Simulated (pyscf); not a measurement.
PySCF, gas phase, ωB97X-D3(BJ)/def2-SVP geometries.

Question: For the elementary gas-phase step `[CH3][Si][CH3]` [singlet] → `[CH2]=[Si]=[CH2]` + `[H][H]` (singlet surface; C–H, C–H broken, H–H formed), what barrier and reaction energy does ωB97M-D3(BJ)/def2-TZVP give, measured from the reactant's lowest minimum found?

Answer: ΔE‡ = 413.5 kJ/mol, ΔE = +288.3 kJ/mol. Zero-point energy shifts the barrier by -23.4 kJ/mol. It is an elimination, with an imaginary mode of 989i cm⁻¹. The same reactants have a lower exit, to H₂C=SiH–CH₃ (barrier +170.7 kJ/mol at ωB97M-D3(BJ)/def2-TZVP, against +413.5 kJ/mol here). H₃C–Si:–CH₃ [singlet] lies 30.9 kJ/mol over its isomer H₂C=CH–SiH₃ (electronic energy, ωB97M-D3(BJ)/def2-TZVP). H₂C=Si=CH₂ lies 140.9 kJ/mol over its isomer HC≡C–SiH₃ (electronic energy, ωB97M-D3(BJ)/def2-TZVP). One saddle was located; it need not be the lowest between these sides. A restricted solution here is unstable towards spin polarisation, so biradical character is likely and single-reference numbers are less safe.
